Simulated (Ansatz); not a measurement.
A made-up structure of CH4BMg (charge -1), singlet:

| atom | x (Å) | y (Å) | z (Å) |
| --- | --- | --- | --- |
| B1 | -1.8247 | 0.1445 | -1.1088 |
| Mg2 | 0.1099 | -0.0086 | 0.0660 |
| C3 | 1.8186 | -0.1440 | 1.1049 |
| H4 | -2.4064 | -0.7947 | -1.6188 |
| H5 | -2.4312 | 1.1780 | -1.3200 |
| H6 | 0.5802 | -1.3057 | -0.9611 |
| H7 | 2.3555 | 0.6924 | 1.5722 |

It is relaxed with PBE-D4/def2-SVPD and then PBE0-D4/def2-TZVPD (Ansatz 0.2.0). Atoms count as bonded within 1.22 times the sum of their covalent radii (H–H: 0.88 Å). The end point is not checked to be a true minimum.

Task: Does its bonding change? (A judgement: the text doesn't fix the answer.)

Result: Computed: Yes. Formed: C3–H6; broken: Mg2–H6.

Where it ends: The first stage lowers the energy by 4.21 eV in 21 steps. It ends as CH₄BMg ([BH2][Mg][CH2]), total charge -1:
B1  (-2.227, 0.138, -1.141)
Mg2  (-0.141, -0.052, -0.270)
C3  (1.706, -0.206, 0.493)
H4  (-3.243, -0.289, -0.624)
H5  (-2.492, 0.683, -2.196)
H6  (2.625, 0.179, 0.031)
H7  (1.974, -0.690, 1.442)
(Å)

Labels in which every atom is bracketed show which atoms are joined, not bond orders.

For scale, one of the runs: PBE0-D4/def2-TZVPD relaxation, 145 basis functions, launched by `ansatz run in.yaml --threads 2 --pin off --events-out ev --progress --plain --max-ram 4352MiB`. Hardware: 2 CPU threads of an Intel Xeon Platinum 8488C, shared host. Wall time about 12 s.
